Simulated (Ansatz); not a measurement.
Results of BLYP (PAW; Ansatz, an electronic-structure program) for antiferromagnetic (type II) rock-salt MnS.

Numerical settings: plane-wave cutoff 520 eV, 10×10×10 k mesh, Fermi–Dirac smearing 0.01 eV, spin-polarised with opposed moments, scalar-relativistic PAW data made under PBE.

Cell (measured lattice):

```cif
data_Mn2S2
_chemical_formula_sum 'Mn2 S2'
_space_group_name_H-M_alt 'P 1'
_space_group_IT_number 1
_cell_length_a 6.39758
_cell_length_b 6.39758
_cell_length_c 6.39758
_cell_angle_alpha 33.557
_cell_angle_beta 33.557
_cell_angle_gamma 33.557
loop_
_space_group_symop_operation_xyz
  'x, y, z'
loop_
_atom_site_label
_atom_site_type_symbol
_atom_site_fract_x
_atom_site_fract_y
_atom_site_fract_z
_atom_site_occupancy
Mn1 Mn 0.00000 0.00000 0.00000 1
Mn2 Mn 0.50000 0.50000 0.50000 1
S1 S 0.25000 0.25000 0.25000 1
S2 S 0.75000 0.75000 0.75000 1
```
Starting moments (μB, in the order of the record's atoms Mn Mn S S): 5.0 -5.0 0.0 0.0.

**Question.** What does this level give for the band gap, smallest direct gap on the k points sampled, Γ–Γ gap and magnetic moment (largest site, within a sphere)?

**Answer.** 
band gap: 0.78 eV (indirect)
smallest direct gap on the k points sampled: 1.11 eV
Γ–Γ gap: 2.36 eV
magnetic moment (largest site, within a sphere): 4.13 μB

Note: cell and atoms aren't relaxed at this level (pressure 0.7 GPa).

Moments are spin moments.

Static lattice: no zero-point or thermal effects.

Computing time: roughly 50 core-seconds.
